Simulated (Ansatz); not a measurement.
Density of states of Ta4N3 (I4/mmm, a = 4.380 Å, b = 4.380 Å, c = 8.580 Å, α = 90.00°, β = 90.00°, γ = 90.00°), in states per eV and primitive cell, averaged over bins of 0.5 eV. Method: DFT r2SCAN, scalar-relativistic, plane waves, PAW (Ansatz).

Settings: cutoff 500 eV, Γ-centred mesh 12×12×12 on the computed 7-atom cell, Gaussian smearing of 0.10 eV; no spin polarisation.

The cell is relaxed at this level. The states (both spins) are summed by tetrahedra on a 18×18×18 mesh at the self-consistent density. Energies are bin centres; the table starts no lower than −8 eV and ends at 6 eV, or lower where the solved bands end.

It is a metal at this level.

```tsv
E − E_F (eV)	total	Ta 5d	N 2p	Ta 6s	N 2s
-7.80	3.14	0.86	1.86	0.29	0.05
-7.30	4.12	1.24	2.52	0.20	0.05
-6.80	8.16	2.52	5.20	0.11	0.07
-6.30	5.14	1.63	3.23	0.08	0.05
-5.80	3.91	1.24	2.45	0.07	0.04
-5.30	2.87	0.86	1.86	0.05	0.02
-4.80	1.57	0.51	0.97	0.03	0.00
-4.30	1.15	0.52	0.45	0.13	0.01
-3.80	1.79	1.15	0.33	0.25	0.01
-3.30	2.04	1.46	0.26	0.25	0.01
-2.80	2.07	1.65	0.23	0.12	0.01
-2.30	2.05	1.67	0.25	0.07	0.01
-1.80	4.56	3.75	0.46	0.18	0.01
-1.30	3.30	2.61	0.45	0.14	0.01
-0.80	2.11	1.70	0.28	0.07	0.01
-0.30	2.77	2.32	0.27	0.09	0.02
0.20	1.79	1.48	0.21	0.03	0.02
0.70	1.94	1.65	0.20	0.02	0.02
1.20	4.11	3.36	0.49	0.11	0.06
1.70	4.48	3.73	0.47	0.12	0.05
2.20	4.07	3.34	0.51	0.08	0.04
2.70	4.85	4.15	0.45	0.08	0.07
3.20	6.28	5.36	0.53	0.14	0.12
3.70	5.05	4.16	0.37	0.17	0.20
4.20	5.15	4.05	0.41	0.30	0.25
4.70	5.77	4.26	0.55	0.38	0.40
5.20	4.74	3.22	0.55	0.32	0.45
5.70	3.74	2.02	0.52	0.45	0.47
```

The columns after the total are the main Löwdin projections on the occupied valence shells of the potentials; 2 others are left out. The rest of the total lies in those, in shells that are empty in the free atom, which aren't projected, and between the atoms.

Spin-orbit coupling is left out, which matters for the bands of heavy elements.

Whether Ta4N3 exists in this form wasn't checked.

Cost: 1 run of about 4.7 core-minutes, on Oxide Virtual Turin-like Processor (Zen 5) (shared hosts).